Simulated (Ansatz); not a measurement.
## C2H5FO, SMILES COCF: a ladder of methods at one geometry, step by step

With the Ansatz DFT code, driven from Python.

Notebook, run cell by cell (the value of a cell's last expression is shown):

**Cell 1**
```python
from pathlib import Path
import warnings

import ansatz as az
import numpy as np
```

**Cell 2**
```python
warnings.simplefilter("ignore", az.DeckWarning)
```

**Cell 3**
```python
geometry_ang = [
    ("C", [0.2951, 1.152, 0.0085]),
    ("O", [0.1037, 0.0092, 0.8287]),
    ("C", [-0.2711, -1.1076, 0.0621]),
    ("F", [-0.4833, -2.1218, 0.8978]),
    ("H", [1.048, 0.9808, -0.7425]),
    ("H", [0.6017, 1.9715, 0.6215]),
    ("H", [-0.6388, 1.4524, -0.4925]),
    ("H", [-1.243, -0.9086, -0.4402]),
    ("H", [0.4617, -1.3703, -0.6746]),
]
mol = az.Crystal.molecule()
for symbol, xyz in geometry_ang:
    mol = mol.atom(symbol, xyz)
```

**Cell 4**
```python
base = mol.calculation().basis(gaussian="def2-SVP")

print("functional    E (Ha)        dipole (D)   HOMO (eV)  LUMO (eV)")
for name in ["r2scan0", "revpbe", "lda", "hf"]:
    report = base.functional(name).forces().orbitals().run(threads=1, runs_dir="runs").report
    lines = Path(report["orbitals_path"]).read_text().splitlines()
    field_of = lambda key: [line.split("=")[1].strip() for line in lines if line.startswith(key)]
    orbitals = [(27.211386 * float(e), s, float(n)) for e, s, n in zip(field_of("Ene="), field_of("Spin="), field_of("Occup="))]
    homo = max(e for e, _, n in orbitals if n > 0.5)
    lumo = min(e for e, _, n in orbitals if n < 0.5)
    dipole = 4.803205 * np.linalg.norm(report["charge_distribution"]["dipole_moment_e_ang"])
    print(f"{name:10s} {report['free_energy_ev'] / 27.211386246:14.6f} {dipole:9.3f} {homo:11.3f} {lumo:10.3f}")
```
Output:
```text
functional    E (Ha)        dipole (D)   HOMO (eV)  LUMO (eV)
r2scan0       -253.900978     2.885      -7.984      2.282
revpbe        -253.980093     2.444      -5.928      1.048
lda           -252.139124     2.557      -6.037      0.779
hf            -252.725156     3.298     -12.071      4.628
```

Reading the output:
- Total energies depend on the basis set; only differences at equal settings carry meaning.
- The geometry is a force-field or estimated start, not a minimum of this method, and the basis set is short of its limit. A lower total doesn't mark the better method: functionals have no common bound, and MP2 and coupled cluster aren't variational.
- Levels such as HOMO and LUMO are orbital energies: with these approximate functionals they aren't the ionisation energy and electron affinity, and their gap isn't the fundamental gap.
- Timing: 4.6 s on 1 thread of Intel(R) Xeon(R) 6975P-C (Granite Rapids), with other jobs on the host, peak memory 0.23 GiB.

(Lines on the test bed's own set-up are left out of the output.)
